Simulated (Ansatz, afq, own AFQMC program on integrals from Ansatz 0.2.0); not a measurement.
# Where AFQMC and coupled cluster stand for SBr⁺, triplet

```
atom   x (Å)   y (Å)   z (Å)
   S  0.0000  0.0000  0.0000
  Br  0.0000  0.0000  2.2720
```

Basis cc-pVDZ. Noble-gas cores (and the filled d shells of Ga–Kr and In–Xe) are frozen. Ansatz 0.2.0 and our own AFQMC program on the same integrals; the CISD trial comes from CCSD amplitudes, and released means the phaseless constraint is let go. Free projection: walkers drawn from exp(T), propagated without any constraint. Its projection time is finite, and what remains of the start isn't in its error. ± is one standard error of the sampling. No spin–orbit coupling.

Determinant: UHF, the one that the program's search chose, which needn't be the lowest solution. The geometry is a point of a scan.

No full CI on the walks' own integrals is used here; CCSDT(Q) serves as the reference and is uncertain by about the last step of the cluster series.

Cautions: no relativity below Rb; no spin-orbit coupling; inner d shell frozen; lower spins were not checked; higher spins were not checked; strong correlation (T1 0.059, weight of the determinant 0.80, largest double 0.12); unrestricted determinant slightly spin contaminated (⟨S²⟩ 2.05 against 2.00); the released energies are still falling, so no released level is given (meV from the phaseless value at times in 1/Eh: -26 ± 20 at 0.24, -37 ± 24 at 0.51, -78 ± 25 at 0.99, -91 ± 34 at 1.62, -199 ± 33 at 2.40).

The T1 diagnostic is 0.0593, the weight of the determinant in the CISD state is 0.803 and the ⟨S²⟩ of the determinant is 2.051. The size of the correlated space is 12 electrons in 26 orbitals.

Reference: CCSDT(Q), correlation energy -6.900 eV.

```
        level  E − E(reference) (kJ/mol)  share of correlation (%)
           HF                      665.7                      0.00
          MP2                      127.8                     80.81
         CCSD                       33.5                     94.97
      CCSD(T)                        8.7                     98.69
        CCSDT                        3.3                     99.50
  ph-AFQMC/HF                  2.7 ± 7.0                     99.59
ph-AFQMC/CISD                  9.8 ± 1.7                     98.52
   free AFQMC                  1.4 ± 2.5                     99.78
```

Free projections are given only where their last times agree within the noise and don't stop above the reference; a slow remainder of the start can still hide under it. A walk keeps the symmetry of its determinant, which the program's search chose and which needn't be the lowest solution, so a lower state of the same spin and another symmetry isn't excluded.
